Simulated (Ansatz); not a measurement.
BH4Cl, closed shell: at the end structure of a reaction step.

Input (in.yaml):

```yaml
crystal:
  periodic: [false, false, false]
  atoms:
    - {symbol: B, position_ang: [-0.098408, -0.692099, 0.274663]}
    - {symbol: Cl, position_ang: [0.649903, 1.100376, -0.927992]}
    - {symbol: H, position_ang: [-0.482877, -1.334981, -0.657382]}
    - {symbol: H, position_ang: [0.949208, -0.967800, 0.780937]}
    - {symbol: H, position_ang: [-0.113727, 1.979506, -0.392108]}
    - {symbol: H, position_ang: [-0.904100, -0.085003, 0.921881]}
basis:
  gaussian: {orbitals: STO-3G}
hamiltonian: {xc: hf}
```

Command:

```bash
ansatz run in.yaml --threads 2 --pin off --events-out ev --progress --plain --max-ram 4352MiB
```

Output of Ansatz 0.2.0:

```
Functional definition: HF
  name "HF"
  cite "Fock, Z. Phys. 61, 126 (1930) doi:10.1007/BF01340294"
  parent pbe
  exchange = exact_x
  correlation = 0
213 factors; integrals over basis functions are off by at most 2.8e-5 eV
mean field evaluation 1: about -13093.3181 eV, gradient 1.4e1 eV
mean field evaluation 2: about -13093.3547 eV, gradient 1.4e1 eV
mean field evaluation 4: about -13094.3153 eV, gradient 4.3e-1 eV
mean field evaluation 8: about -13094.3159 eV, gradient 6.0e-6 eV
mean field -13094.31594574 eV, -481.2072353598 hartree, gradient 1.9e-5 eV, S^2 0.000000; 0 other end points of the search recorded, 0 dependent functions left out
reference -13094.31594574 eV, -481.2072353598 hartree; 13, 13 occupied and 5, 5 virtual orbitals, 213 factors
Total energy: -13094.31594574 eV, -481.2072353598 hartree
```

The run took about 0.1 s on 2 CPU threads of an Arm Neoverse V1 (shared host).
